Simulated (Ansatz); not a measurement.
This geometry of C3H5S (9 atoms, charge 1, multiplicity 1) is a first-order saddle point.

Method: Ansatz 0.2.0, RHF/cc-pVDZ.

```xyz
9
Properties=species:S:1:pos:R:3
C -0.292 0.576 -0.968
C -0.076 -0.083 0.222
C 1.226 -0.510 0.403
S -1.295 -0.431 1.474
H 0.523 0.742 -1.662
H -1.267 0.951 -1.261
H 1.533 -1.064 1.284
H 1.987 -0.303 -0.340
H -2.340 0.122 0.848
```

**Question.** Which two structures does it join? (They come from a converged band through this point; their orientation in space is the band's.)

**Answer.** No bond is made or broken. The dihedral C1–C2–S4–H9 goes from -93 to 93°. The two ends are copies of one structure, up to a mirror image or an exchange of like atoms.

Image 0:

```xyz
9
Properties=species:S:1:pos:R:3
C -0.282 0.542 -1.138
C -0.163 -0.146 0.052
C 1.124 -0.465 0.437
S -1.598 -0.725 0.963
H 0.592 0.857 -1.698
H -1.254 0.782 -1.555
H 1.316 -1.058 1.324
H 1.982 -0.138 -0.140
H -1.717 0.350 1.755
```

Image 10:

```xyz
9
Properties=species:S:1:pos:R:3
C -0.272 0.592 -1.116
C -0.112 0.103 0.165
C 1.134 -0.415 0.460
S -1.388 0.277 1.416
H 0.520 0.510 -1.853
H -1.190 1.081 -1.423
H 1.380 -0.761 1.458
H 1.908 -0.483 -0.297
H -1.980 -0.904 1.190
```

**Question.** How far does it lie above each of them?

**Answer.** 0.074 eV above the first and 0.074 eV above the second. This is the barrier of this one path; another mechanism may lie lower. Limits of this set-up: the dipole of an ion depends on the origin.

Run time: 2.3 min on 1 thread of AMD EPYC 7R43 64-Core Processor (Zen 3), with other jobs on the host, peak memory 0.15 GiB.
